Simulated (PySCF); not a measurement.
Mapped SMILES: `[BH2:1][O:2][CH3:3]`. Hydrogens are named by the atom that carries them.

Geometry: PBE0-D3(BJ)/def2-SVP; GIAO shifts from PySCF 2.14, gas phase, non-relativistic, averaged over equivalent atoms.

At PBE0/pcSseg-1 (76 basis functions, 5.2 s wall time on 1 thread of an Arm Neoverse V1, shared host):
| atoms | δ (ppm) |
| --- | --- |
| B1 | 46.9 |
| O2 | 210.0 |
| C3 | 64.1 |
| H(B1) | 5.04 |
| H(C3) | 4.06 |

References, each an isolated molecule treated in the same way: ¹¹B (σref 100.73) vs BF3·OEt2; H2O for ¹⁷O (σref 334.56); ¹³C (σref 184.41) and ¹H (σref 31.27) against TMS.

Predict the values at CAM-B3LYP/pcSseg-2 on the same geometry.

Answers


| atoms | δ at CAM-B3LYP/pcSseg-2 | change |
| --- | --- | --- |
| B1 | 49.3 | +2.4 |
| O2 | 201.4 | -8.6 |
| C3 | 65.6 | +1.5 |
| H(B1) | 5.07 | +0.03 |
| H(C3) | 4.07 | +0.01 |

References, each an isolated molecule treated in the same way: ¹¹B (σref 97.88) vs BF3·OEt2; H2O for ¹⁷O (σref 329.76); ¹³C (σref 182.55), ¹H (σref 31.34) against TMS.

The largest change is at O2 (oxygen bonded to C, B). Cost: 178 basis functions, 15 s wall time on 1 thread of an Arm Neoverse V1, shared host.

Experimental scales use liquid or dissolved standards, which lie at an offset from isolated H2O (liquid H2O: subtract about 36 ppm).
